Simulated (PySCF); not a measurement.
An unknown gives this computed stick spectrum. Theory: TDDFT CAM-B3LYP/def2-SVPD, vertical, gas phase, core orbitals frozen in the response in PySCF. Geometries: PBE0-D3(BJ)/def2-SVP, one conformer each.

| state | E (eV) | f |
| --- | --- | --- |
| S1 | 5.64 | 0.320 |
| S2 | 6.09 | 0.039 |
| S3 | 6.26 | 0.216 |
| S4 | 6.31 | 0.0006 |
| S5 | 6.84 | 0.0000 |
| S6 | 7.08 | 0.036 |
| S7 | 7.27 | 0.203 |
| S8 | 7.40 | 0.011 |
| S9 | 7.55 | 0.0010 |
| S10 | 7.64 | 0.0020 |

Orbital energies (eV): HOMO-3 -11.38, HOMO-2 -10.29, HOMO-1 -8.55, HOMO -7.64, LUMO 0.56, LUMO+1 1.35, LUMO+2 1.50.

Problem. Which candidate is it? All have the formula C7H8O.
A. `C1(CC1)c1cocc1`
B. `COc1ccccc1`
C. `C=C(C)c1ccoc1`
D. `Cc1cccc(O)c1`

Solution. C. Its S1 lies at 5.64 eV; the nearest of the others has S1 at 5.18 eV. S1 is HOMO→LUMO (90%). Löwdin shares by element: HOMO carbon 70% or more (atoms not listed hold the other 30%); LUMO carbon 69% or more (atoms not listed hold the other 31%). At the same level the other candidates give, for their lowest levels:
- `COc1ccccc1`: 5.18 eV (f 0.032); 5.94 eV (f 0.076); 6.44 eV (f 0.005); 6.89 eV (f 0.022); 6.93 eV (f 0.691); T1 4.00 eV; HOMO -7.64, LUMO 0.82 eV
- `c1cc(C2CC2)co1`: 6.12 eV (f 0.125); 6.41 eV (f 0.000); 6.75 eV (f 0.010); 6.76 eV (f 0.016); 7.07 eV (f 0.001); T1 4.00 eV; HOMO -7.64, LUMO 1.40 eV
- `Cc1cccc(O)c1`: 5.12 eV (f 0.037); 5.91 eV (f 0.017); 5.98 eV (f 0.000); 6.65 eV (f 0.001); 6.75 eV (f 0.482); T1 3.99 eV; HOMO -7.66, LUMO 0.78 eV

Conformer computed: `[CH2:1]=[C:2]([CH3:3])[c:4]1[cH:5][cH:6][o:7][cH:8]1`: C1–C2–C4–C5 0°.
Triplets come from the Tamm–Dancoff approximation.
